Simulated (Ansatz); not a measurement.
One change: `ClB(Cl)Cl` becomes `[Cl][Al]([Cl])[Cl]`.

Ansatz, PBE0-D4/def2-TZVP geometries, multiplicity 1. 

```json
{"property": "LUMO energy (B3LYP/def2-TZVPP) / eV", "`ClB(Cl)Cl`": "-1.86"}
{"property": "HOMO energy (B3LYP/def2-TZVPP) / eV", "`ClB(Cl)Cl`": "-8.79"}
{"property": "size of the dipole moment (B3LYP/def2-TZVPP) / D", "`ClB(Cl)Cl`": "0.00"}
{"property": "LUMO energy (PBE/def2-TZVPP) / eV", "`ClB(Cl)Cl`": "-2.61"}
{"property": "size of the dipole moment (PBE/def2-TZVPP) / D", "`ClB(Cl)Cl`": "0.00"}
{"property": "HOMO energy (ωB97M-V/def2-TZVPP) / eV", "`ClB(Cl)Cl`": "-11.34"}
```

Q: What does the change do to each property? (Estimate.)

A: Computed: 
```json
{"property": "LUMO energy (B3LYP/def2-TZVPP) / eV", "`[Cl][Al]([Cl])[Cl]`": "-1.53", "shift": "0.33"}
{"property": "HOMO energy (B3LYP/def2-TZVPP) / eV", "`[Cl][Al]([Cl])[Cl]`": "-9.07", "shift": "-0.28"}
{"property": "size of the dipole moment (B3LYP/def2-TZVPP) / D", "`[Cl][Al]([Cl])[Cl]`": "0.00", "shift": "0.00"}
{"property": "LUMO energy (PBE/def2-TZVPP) / eV", "`[Cl][Al]([Cl])[Cl]`": "-2.11", "shift": "0.50"}
{"property": "size of the dipole moment (PBE/def2-TZVPP) / D", "`[Cl][Al]([Cl])[Cl]`": "0.00", "shift": "0.00"}
{"property": "HOMO energy (ωB97M-V/def2-TZVPP) / eV", "`[Cl][Al]([Cl])[Cl]`": "-11.62", "shift": "-0.28"}
```

With PBE0 the HOMO falls by 0.29 eV and the LUMO rises by 0.43 eV, so the gap widens by about 0.72 eV. PBE moves the HOMO by -0.30 eV and ωB97M-V by -0.28 eV.

B3LYP here is the variant with VWN-RPA as its local correlation; programs differ in this.
